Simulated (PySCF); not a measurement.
Input of a response calculation (the driver script's job line, then coordinates in Å):

```
{"job": {"kind": "uv", "xc": "PBE0", "basis": "def2-SVPD", "nstates": 8, "ntriplets": 3}, "charge": 0, "multiplicity": 1}
C      1.165580     0.127356     0.011860
N      0.724632    -0.907690     0.623742
N     -0.595815    -0.955614     0.697413
C     -1.176038     0.041666     0.141480
S     -0.081365     1.194793    -0.560741
H      2.204656     0.333533    -0.144061
H     -2.238316     0.170861     0.102821
```

Its output, with some lines taken out ([cut]):

```
coarse grid: 7160 points
cycle   1  E = -584.3906918989  dE =  9.997e-01  |g| = 2.759e-01  |ddm| = 4.370e+00
cycle   2  E = -584.3412876603  dE =  4.940e-02  |g| = 5.281e-01  |ddm| = 1.425e+00
cycle   3  E = -584.4108318684  dE = -6.954e-02  |g| = 7.297e-02  |ddm| = 9.983e-01
cycle   4  E = -584.4119536542  dE = -1.122e-03  |g| = 1.622e-02  |ddm| = 1.069e-01
cycle   5  E = -584.4120082598  dE = -5.461e-05  |g| = 8.005e-03  |ddm| = 3.681e-02
cycle   6  E = -584.4120258380  dE = -1.758e-05  |g| = 1.601e-03  |ddm| = 1.225e-02
cycle   7  E = -584.4120265948  dE = -7.567e-07  |g| = 2.690e-04  |ddm| = 3.371e-03
final grid: 66896 points
cycle   8  E = -584.4684603627  dE = -6.166e-06  |g| = 8.094e-03  |ddm| = 4.368e-02
cycle   9  E = -584.4684123682  dE =  4.799e-05  |g| = 1.524e-02  |ddm| = 3.879e-02
cycle  10  E = -584.4684774506  dE = -6.508e-05  |g| = 2.251e-03  |ddm| = 2.767e-02
cycle  11  E = -584.4684785946  dE = -1.144e-06  |g| = 2.812e-04  |ddm| = 3.106e-03
cycle  12  E = -584.4684786169  dE = -2.229e-08  |g| = 4.104e-05  |ddm| = 4.981e-04
cycle  13  E = -584.4684786173  dE = -4.258e-10  |g| = 1.293e-05  |ddm| = 7.119e-05
converged SCF energy = -584.4684786173

[cut]

Singlet excitations
state   eV       nm        f      main configurations
[cut]
  2   6.0510    204.9   0.00161   H-3->L 0.81, H->L+2 0.18
[cut]
  4   6.2932    197.0   0.00418   H->L+2 0.79, H-3->L 0.19
  5   6.4126    193.3   0.06607   H-1->L 0.95
  6   6.8240    181.7   0.08738   H-2->L 0.41, H->L+1 0.32, H-1->L+2 0.23
[cut]
[cut]

Triplet excitations (Tamm-Dancoff, eV): 4.1347 4.3501 4.9896
```

Theory: TDDFT PBE0/def2-SVPD, vertical, gas phase, core orbitals frozen in the response (PySCF 2.14.0, density-fitted response routines). Isolated species at its GFN2-xTB geometry, gas phase.

Question: Restore the lines that were cut, in order.

Answer: 
```
Static polarisability (au): isotropic 51.488, principal 34.912 57.833 61.719
  1   4.6161    268.6   0.00000   H->L 0.99
  3   6.0736    204.1   0.00013   H->L+1 0.57, H-2->L 0.42
  7   6.8506    181.0   0.00015   H-1->L+1 0.96
  8   6.9032    179.6   0.00000   H-2->L+1 0.97
```

Question: What is the total energy of state 6 at this geometry?

Answer: -584.46848 + 0.25078 = -584.21770 hartree.

Question: Give the energy of state 6 in hartree, cm⁻¹ and kJ/mol.

Answer: 0.25078 hartree, 55039 cm⁻¹, 658.4 kJ/mol.

Question: What transition dipole goes with state 6?

Answer: |μ|² = 3f / (2ΔE) = 3 × 0.0874 / (2 × 0.2508) = 0.523 au, so |μ| = 1.84 D.

Question: Write the structure that the coordinates describe.

Answer: 1,3,4-thiadiazole, `C1=NN=CS1` (C2H2N2S), point group C2v.

The SCF starts on a coarse grid; the energy jumps when the final grid takes over, and dE counts afresh there. H and L stand for HOMO and LUMO.
